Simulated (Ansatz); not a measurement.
A made-up structure of CHOS (charge -1), singlet:

```
atom    x (Å)    y (Å)    z (Å)
  O1  -1.7500  -0.2360  -0.3798
  C2   1.1082  -1.0147   0.5148
  S3  -0.1009   0.0625  -0.0399
  H4   0.3580   1.3294  -0.2241
```

It is relaxed with PBE-D4/def2-SVPD and then PBE0-D4/def2-TZVPD (Ansatz 0.2.0). Atoms count as bonded within 1.22 times the sum of their covalent radii (H–H: 0.88 Å). The end point is not checked to be a true minimum.

Task: Does its bonding change? (A judgement: the text doesn't fix the answer.)

Result: By the calculation: No: no bond forms or breaks.

Where it ends: The first stage lowers the energy by 0.89 eV in 8 steps. It ends as CHOS ([C][SH][O]), total charge -1:
```
4
angstrom
O -1.5382 -0.0783 -0.3643
C 1.0643 -0.9772 0.4950
S -0.0796 -0.0747 -0.0022
H 0.1689 1.2714 -0.2575
```

Labels in which every atom is bracketed show which atoms are joined, not bond orders.

For scale, one of the runs: PBE0-D4/def2-TZVPD relaxation, 132 basis functions, launched by `ansatz run in.yaml --threads 2 --pin off --events-out ev --progress --plain --max-ram 4352MiB`. Hardware: 2 CPU threads of an Intel Xeon Platinum 8488C, shared host. Wall time about 11 s.
